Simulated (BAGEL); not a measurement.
Worked example: vertical ionisation energy of C4H4N2 (pyridazine)

C4H4N2: 10 atoms, total charge 0, spin state singlet. SMILES: `c1ccnnc1`. The coordinates come from a PBE0-D4/def2-TZVP relaxation.

Both states at this one shape; open shells run unrestricted unless said. 1 Eh = 27.2114 eV.

```tsv
level	program	singlet C4H4N2 (Eh)	doublet [C4H4N2]+ (Eh)	HOMO of the first (eV)
HF/3-21G (density fitting with tzvpp-jkfit)	BAGEL	-261.157918	-260.843638	-10.58
HF/6-31G** (density fitting with qzvpp-jkfit, spherical functions)	BAGEL	-262.655229	-262.338320	-10.39
```

Problem. Work out the vertical ionisation energy at each level.

Solution. 
1. HF/3-21G (density fitting with tzvpp-jkfit): -260.843638 − (-261.157918) = 0.314280 Eh = 8.55 eV; −ε(HOMO) = 10.58 eV.
2. HF/6-31G** (density fitting with qzvpp-jkfit, spherical functions): -262.338320 − (-262.655229) = 0.316909 Eh = 8.62 eV; −ε(HOMO) = 10.39 eV.

No measured value is set beside it here; the levels span 8.55 to 8.62 eV. In Hartree–Fock, −ε(HOMO) (Koopmans) exceeds the difference of totals by the orbital relaxation of the ion.
